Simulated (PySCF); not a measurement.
**Nuclear quadrupole coupling in cyanophosphaethyne**

Species: cyanophosphaethyne, C2NP.
Cartesian coordinates in Å at the PBE0-D3(BJ)/def2-SVP level; atoms count from 1:
```xyz
4
C2NP angstrom
N     -1.934    0.094    0.088
C     -0.771    0.034    0.031
C      0.599   -0.037   -0.038
P      2.144   -0.116   -0.114
```

Field gradients from the PBE0/pcSseg-1 density (PySCF, non-relativistic), principal values in atomic units, ordered |Vxx| ≤ |Vyy| ≤ |Vzz|:

```json
{"atom": "N1", "Vxx": "0.4846", "Vyy": "0.4846", "Vzz": "-0.9693"}
```

Task: Find the asymmetry η = (Vxx − Vyy)/Vzz and the couplings χ = eQV/h (234.96 MHz × Q in barn × V in au), with Q(14N) = 0.02044 b.

Result: 
```
atom       environment  nucleus     η  χzz (MHz)  χxx (MHz)  χyy (MHz)
  N1  nitrile nitrogen      14N  0.00     -4.655      2.328      2.328
```

The gradient is axial or nearly so (η below 0.05) at N1. The tensor is traceless: Vxx + Vyy + Vzz = 0.

Task: What is Vzz at N1 in SI units (1 au = 9.71736 × 10²¹ V/m²)?

Result: -0.9693 au = -9.419 × 10²¹ V/m².

Task: And the gradient at the other heavy atoms, for which no coupling is worked out here?

Result: 
```
atom             environment  Vzz (au)     η
  C2          nitrile carbon    -0.322  0.00
  C3    triply bonded carbon    -0.243  0.00
  P4  phosphorus bonded to C    -1.390  0.00
```

Geometry: PBE0-D3(BJ)/def2-SVP; no solvent, vibrations or thermal averaging. A larger basis could move these couplings by a tenth or more.
